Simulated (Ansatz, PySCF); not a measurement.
System: CH₃Cl (charge +1, doublet). 
Geometry from a B3LYP-D3(BJ)/def2-TZVP (Ansatz, a first-principles code) optimisation:
```
C
H 1 1.0908
H 1 1.0908 2 118.23
H 1 1.1215 2 107.66 3 -122.15
Cl 1 1.7415 2 109.76 4 -110.94
```
Charge +1, spin multiplicity 2.

Total electronic energies in hartree. Valence correlation only, unless marked. Open shells are spin-unrestricted. No spin-orbit coupling. Non-relativistic unless marked X2C. FCI takes restricted orbitals. CBS(X,Y): correlation extrapolated as X^-3; Hartree-Fock from the larger set. [CCSD(T)-MP2]/basis is that difference in the basis named.

```csv
level,program,energy (Eh)
HF/def2-TZVPP,Ansatz,-498.76295
BP86-D4/def2-TZVPD,PySCF + dftd4,-499.77730
r2SCAN-D4/def2-TZVPD,Ansatz + dftd4,-499.67240
B3LYP-D4/def2-TZVPD,Ansatz + dftd4,(withheld)
r2SCAN0-D4/def2-TZVPD,Ansatz + dftd4,-499.66325
PW6B95-D4/def2-TZVPD,PySCF + dftd4,-500.13319
HSE06-D3(BJ)/def2-TZVPD,Ansatz + dftd3,-499.51767
wB97M-V/def2-TZVPD,Ansatz,-499.67244
MP2/aug-cc-pV(D+d)Z,Ansatz,-499.01461
RI-MP2/def2-TZVPPD,Ansatz,-499.09789
"RI-MP2/CBS(aug-cc-pV(T+d)Z,aug-cc-pV(Q+d)Z)",Ansatz,-499.1570
CCSD(T)/cc-pV(T+d)Z,Ansatz,-499.15616
X2C-CCSD(T)/cc-pVTZ-DK,Ansatz,-500.57747
FCI/STO-3G,Ansatz,-493.44744
"RI-MP2/CBS(aug-cc-pV(T+d)Z,aug-cc-pV(Q+d)Z)+[CCSD(T)-MP2]/aug-cc-pV(T+d)Z",Ansatz,-499.2096
```

**Question.** Some entries are withheld; supply them.

**Answer.** 
- B3LYP-D4/def2-TZVPD, energy (Eh): -499.74930
